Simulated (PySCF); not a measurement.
Question: What does the GFN2-xTB structure of `N#Cc1ccccc1` look like in three dimensions?

Answer: 
```xyz
13
C7H5N angstrom
N      3.560    0.627    0.035
C      2.431    0.429    0.024
C      1.038    0.184    0.010
C      0.143    1.250    0.101
C     -1.216    1.002    0.086
C     -1.687   -0.297   -0.021
C     -0.797   -1.357   -0.111
C      0.564   -1.125   -0.094
H      0.521    2.259    0.182
H     -1.911    1.825    0.158
H     -2.750   -0.485   -0.034
H     -1.167   -2.369   -0.193
H      1.266   -1.943   -0.161
```

Orientation and origin are arbitrary. Atoms count from 1 in this order. The 8 heavy atoms lie in one plane (0.001 Å rms). The 6-membered ring C3–C4–C5–C6–C7–C8 has internal angles of 119.6° to 120.3° (sum 720°, against 720° for a flat polygon); it is planar, 0.00 Å rms from its mean plane, widest ring torsion 0°. The C–C distances run from 1.382 Å (C4–C5, aromatic) to 1.414 Å (C2–C3, drawn single), a spread of 0.032 Å.

Bonds between heavy atoms (Å): N1≡C2 1.146, C2–C3 1.414, C3–C4 1.395, C4–C5 1.382, C5–C6 1.386, C6–C7 1.386, C7–C8 1.382, C3–C8 1.395.

Computed geometry: GFN2-xTB, gas phase.

Point group: C2v (every atom within 0.08 Å of its image). No frequency check.
